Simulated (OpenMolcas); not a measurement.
**AlH3 (SMILES [AlH3]): methods side by side**

AlH3: 4 atoms, total charge 0, spin state singlet. As SMILES, `[AlH3]`. The shape is that of a PBE0-D4/def2-TZVP optimisation.

```xyz
4

Al    0.0137   -0.0148   -0.0051
H     0.6332    0.6709    1.2836
H    -1.3408   -0.8320    0.1051
H     0.7494    0.1157   -1.4039
```

Quantity: the energy change with the Al1–H3 bond stretched from 1.586 to 3.171 Å, in eV. The values are calculated.

```json
{"level": "HF/pcseg-0 (restricted)", "kind": "Hartree–Fock", "program": "OpenMolcas", "value (eV)": "3.79", "less FCI/pcseg-0": "+1.16", "CPU time (all runs)": "2.7 s"}
{"level": "SVWN5/pcseg-0 (restricted)", "kind": "LDA", "program": "OpenMolcas", "value (eV)": "3.08", "less FCI/pcseg-0": "+0.45", "CPU time (all runs)": "6.1 s"}
{"level": "PBE/pcseg-0 (restricted)", "kind": "GGA", "program": "OpenMolcas", "value (eV)": "3.04", "less FCI/pcseg-0": "+0.41", "CPU time (all runs)": "6.6 s"}
{"level": "r2SCAN/pcseg-0 (restricted)", "kind": "meta-GGA", "program": "OpenMolcas", "value (eV)": "3.24", "less FCI/pcseg-0": "+0.61", "CPU time (all runs)": "8 s"}
{"level": "B3LYP/pcseg-0 (restricted)", "kind": "global hybrid", "program": "OpenMolcas", "value (eV)": "3.28", "less FCI/pcseg-0": "+0.65", "CPU time (all runs)": "6.7 s"}
{"level": "M06-2X/pcseg-0 (restricted)", "kind": "hybrid meta-GGA", "program": "OpenMolcas", "value (eV)": "3.53", "less FCI/pcseg-0": "+0.90", "CPU time (all runs)": "7 s"}
{"level": "CASSCF(2,2)/pcseg-0", "kind": "multireference", "program": "OpenMolcas", "value (eV)": "2.60", "less FCI/pcseg-0": "-0.03", "CPU time (all runs)": "4.6 s"}
{"level": "CCSD(T)/pcseg-0 (restricted)", "kind": "coupled cluster or CI", "program": "OpenMolcas", "value (eV)": "2.64", "less FCI/pcseg-0": "+0.01", "CPU time (all runs)": "3.9 s"}
{"level": "FCI/3-21G", "kind": "exact in the basis", "program": "OpenMolcas", "value (eV)": "2.72", "less FCI/pcseg-0": "+0.09", "CPU time (all runs)": "7.6 s"}
{"level": "FCI/pcseg-0", "kind": "exact in the basis", "program": "OpenMolcas", "value (eV)": "2.63", "less FCI/pcseg-0": "0.00", "CPU time (all runs)": "6.4 s"}
```

FCI/pcseg-0 is exact within its basis and frozen core, so for wave-function methods in that basis the difference is their error; functionals converge differently with the basis, so for them it is only a difference. Spin-restricted single references rise too steeply as a bond breaks, Hartree–Fock most of all. The first shape isn't each level's own minimum. The values span 2.60 to 3.79 eV. All rows use very small basis sets, so even the best lies far from the true value. CPU times are rough (shared hosts, several kinds of processor): they show what a rung costs within a factor of a few.
